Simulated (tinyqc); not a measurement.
Starting guesses with DIIS over 6 matrices: SCF starting guesses in the sto-3g basis, for H2F+, spin multiplicity 1. Computed by the program tinyqc with PySCF. Command: `OMP_NUM_THREADS=1 python tinyqc.py 111175 111176 out.jsonl`; one thread of a shared host (Intel(R) Xeon(R) Processor @ 2.60GHz), about 0.4 s.

Geometry (angstrom):
```
atom       x        y       z
F     0.0000   0.0000  0.0000
H     0.0000   0.9750  0.7420
H     0.0000  -0.9750  0.7420
```

lowest restricted solution found by these runs and by PySCF = -98.776336 hartree

RHF with one setting changed at a time; a run stops when the energy changes by less than 1e-09 hartree and the error matrix is below 1e-5. Starts: the lowest orbitals of the core Hamiltonian, of the Wolfsberg-Helmholz matrix (K = 1.75), projected atomic densities, random orbitals, and the highest orbitals of the core Hamiltonian (a deliberately bad start).

Largest element of the error matrix X^T (FDS - SDF) X:
```
iteration     core  Wolfsberg-Helmholz  atomic densities   random  highest core orbitals
1          3.9e-01             3.7e-01           7.3e-01  1.8e+01                3.6e-01
2          1.4e-01             1.1e-01           3.1e-01  4.2e-01                4.1e-01
3          2.9e-02             1.8e-02           3.1e-02  1.5e-01                4.1e-01
4          7.2e-03             5.0e-03           5.6e-03  3.0e-02                4.1e-01
5          2.2e-03             1.4e-03           5.7e-04  7.3e-03                4.1e-01
6          2.9e-04             2.8e-05           1.4e-04  2.1e-03                3.8e-01
8          5.6e-09             9.3e-10           7.2e-08  4.8e-05                1.3e-01
10               -                   -                 -  9.4e-07                8.6e-03
14               -                   -                 -        -                3.4e-08
```

How each run ends:
```
run                    iterations  E (hartree)         state
core                            8    -98.77634  lowest found
Wolfsberg-Helmholz              8    -98.77634  lowest found
atomic densities                9    -98.77634  lowest found
random                         10    -98.77634  lowest found
highest core orbitals          14    -98.77634  lowest found
```

5 of 5 runs reach the lowest restricted solution found, in 8 to 14 iterations (fastest: core, Wolfsberg-Helmholz). The first errors are 4e-01, 4e-01, 7e-01, 2e+01, 4e-01; the deliberately bad start has the smallest one, so a small first error does not mark a good start.
